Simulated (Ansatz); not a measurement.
## [NH2···H···BH2], doublet: transfer scan

Starting geometry:

| atom | x (Å) | y (Å) | z (Å) |
| --- | --- | --- | --- |
| N | -1.2338 | -0.0191 | -0.0297 |
| H | -1.5310 | 0.9487 | -0.0297 |
| H | -1.5310 | -0.4214 | 0.8505 |
| H | -0.2213 | -0.0191 | -0.0297 |
| B | 1.5252 | -0.0191 | -0.0297 |
| H | 2.0343 | -0.0191 | 1.0473 |
| H | 2.0343 | -0.0191 | -1.1067 |

From there H4 is moved from one fragment to the other while all else, the fragments' distance too, stays fixed, so the hump isn't the reaction's barrier; atoms are numbered as listed. Energies are in eV, counted from the starting geometry at the same level.

Basis cc-pVDZ; Ansatz 0.2.0. Only valence electrons are correlated (noble-gas cores frozen). R marks a restricted (for open shells ROHF) determinant, U an unrestricted one.

For open shells CISD is restricted-active-space CI with the open shells as a complete middle space.

Full CI isn't at hand for all of this; UCCSDT(Q) serves as the reference, and is uncertain by about the last step of the cluster series. The frozen core follows each run's orbitals, which can shift R against U totals by a few meV.

```json
{"distance N1-H4 (Å)": "1.012", "UCCSDT(Q)": "0.000", "error RHF": "0.000", "error RMP2": "0.000", "error UMP2": "0.000", "error CISD": "0.000", "error UCCSD(T)": "0.000", "error RCCSDT": "0.000"}
{"distance N1-H4 (Å)": "1.095", "UCCSDT(Q)": "0.044", "error RHF": "0.133", "error RMP2": "0.014", "error UMP2": "0.024", "error CISD": "0.041", "error UCCSD(T)": "0.003", "error RCCSDT": "0.001"}
{"distance N1-H4 (Å)": "1.260", "UCCSDT(Q)": "0.336", "error RHF": "0.410", "error RMP2": "0.004", "error UMP2": "0.124", "error CISD": "0.113", "error UCCSD(T)": "0.008", "error RCCSDT": "0.004"}
{"distance N1-H4 (Å)": "1.424", "UCCSDT(Q)": "0.378", "error RHF": "0.160", "error RMP2": "0.180", "error UMP2": "0.189", "error CISD": "0.082", "error UCCSD(T)": "0.006", "error RCCSDT": "0.000"}
{"distance N1-H4 (Å)": "1.589", "UCCSDT(Q)": "0.329", "error RHF": "-0.161", "error RMP2": "0.167", "error UMP2": "0.171", "error CISD": "-0.021", "error UCCSD(T)": "0.000", "error RCCSDT": "-0.003"}
```

Errors are those of relative energies. In total energy the starting point itself misses UCCSDT(Q) by: RHF 8.330, RMP2 1.164, UMP2 1.165, CISD 0.838, UCCSD(T) 0.031, RCCSDT 0.012 eV.

Spread of the error over the points with a reference, to 1.589 Å (largest less smallest): RCCSDT 0.006, UCCSD(T) 0.008, CISD 0.134, RMP2 0.180, UMP2 0.189, RHF 0.571 eV.
